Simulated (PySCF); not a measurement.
A spin–spin coupling run with PySCF (density fitting, non-relativistic, gas phase) on 1,2-Dimethyl-1,2-Diazetidine, C₄H₁₀N₂:

```
$ OMP_NUM_THREADS=1 python probes_run.py task.json out

{"job": {"kind": "j", "xc": "B3LYP", "basis": "pcJ-0"}, "charge": 0, "multiplicity": 1}
C     -1.379590    -1.312080    -0.257235
N     -0.570784    -0.302771     0.372085
C     -1.020378     1.084755     0.228439
C      0.424431     1.438870    -0.116169
N      0.634747     0.013518    -0.383402
C      1.820358    -0.579316     0.174496
H     -1.616534    -1.076697    -1.315791
H     -0.859107    -2.281572    -0.224675
H     -2.317920    -1.420253     0.308783
H     -1.465185     1.527260     1.132210
H     -1.706898     1.230272    -0.628082
H      0.611116     2.106608    -0.970511
H      0.990494     1.801880     0.763899
H      2.698039    -0.196637    -0.369372
H      1.939567    -0.365908     1.257223
H      1.794355    -1.671046     0.035609
```

Hardware: 1 thread of an Arm Neoverse V2, shared host. The job also computes field gradients.

(1) How large is the calculation?

(2) How long does it take, and how much memory does it need?

(3) And these other runs on the same molecule and hardware: spin–spin coupling at B3LYP/6-31G*; spin–spin coupling at B3LYP/6-31G-J; spin–spin coupling at B3LYP/cc-pVTZ; spin–spin coupling at B3LYP/def2-TZVP?

Results:

(1) 48 electrons, 108 basis functions and 750 auxiliary functions.

(2) 9.8 s of wall time, with 12 SCF cycles; peak memory 0.6 GiB. Times on a shared host scatter by some tens of per cent.

(3) B3LYP/6-31G*: 104 functions, 9.7 s; B3LYP/6-31G-J: 112 functions, 11 s; B3LYP/cc-pVTZ: 320 functions, 52 s; B3LYP/def2-TZVP: 246 functions, 36 s.
